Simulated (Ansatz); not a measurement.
A nudged elastic band was laid between two geometries of CH5AlO (8 atoms, charge 0, multiplicity 1).

The calculation used Ansatz 0.2.0, RKS PBE0-D4/6-31G.

- movable images: 7
- climbing image: yes
- spring: 5.0 eV/Å²
- optimiser: quadratic models (default)
- start path: IDPP
- force threshold: 0.03 eV/Å
- iteration limit: 60
- end points: relaxed

Initial state:

```xyz
8
Properties=species:S:1:pos:R:3
C -0.483 1.145 -0.440
O -0.450 -0.214 -0.050
Al 0.564 -1.475 0.528
H -0.847 1.221 -1.471
H 0.505 1.623 -0.382
H -1.174 1.698 0.206
H 2.121 -1.168 0.794
H -0.145 -2.887 0.760
```

Final state:

```xyz
8
Properties=species:S:1:pos:R:3
C -0.372 1.261 -0.048
O -0.343 -0.096 0.351
Al 0.440 -1.604 0.094
H 0.385 1.491 -0.811
H -0.195 1.904 0.822
H -1.360 1.504 -0.454
H 1.624 -1.694 -0.992
H -0.086 -2.824 0.981
```

(1) What changes between the two ends?

(2) What energy profile does the band end with?

(3) What is the geometry of the highest image?

The band took 7 iterations and of the order of 80 core-seconds.

Answers

(1) No bond is made or broken. The dihedral H5–C1–O2–Al3 goes from 1 to -121°. The two ends are copies of one structure, up to a mirror image or an exchange of like atoms.

(2) It converged. The highest image is number 4 of 0 to 8, 0.019 eV above the ends, which have the same energy within 2 meV. A vibrational analysis at the climbing image gives one clearly imaginary mode, 100i cm⁻¹: a first-order saddle point. Limits of this set-up: no polarisation functions.

| image | path coordinate (Å) | energy (eV) | dihedral H5–C1–O2–Al3 (°) |
| --- | --- | --- | --- |
| 0 | 0.00 | 0.000 | 1 |
| 1 | 0.36 | 0.002 | -13 |
| 2 | 0.73 | 0.009 | -28 |
| 3 | 1.09 | 0.016 | -44 |
| 4 | 1.46 | 0.019 | -60 |
| 5 | 1.82 | 0.016 | -76 |
| 6 | 2.18 | 0.010 | -92 |
| 7 | 2.55 | 0.003 | -107 |
| 8 | 2.91 | 0.000 | -121 |

(3) 
```xyz
8
Properties=species:S:1:pos:R:3
C -0.462 1.230 -0.201
O -0.397 -0.130 0.177
Al 0.541 -1.564 0.261
H -0.296 1.354 -1.279
H 0.289 1.829 0.330
H -1.453 1.625 0.042
H 2.056 -1.565 -0.285
H -0.187 -2.835 0.899
```

Run time: 80 s on 1 thread of Arm Neoverse V1, with other jobs on the host, peak memory 0.1 GiB.
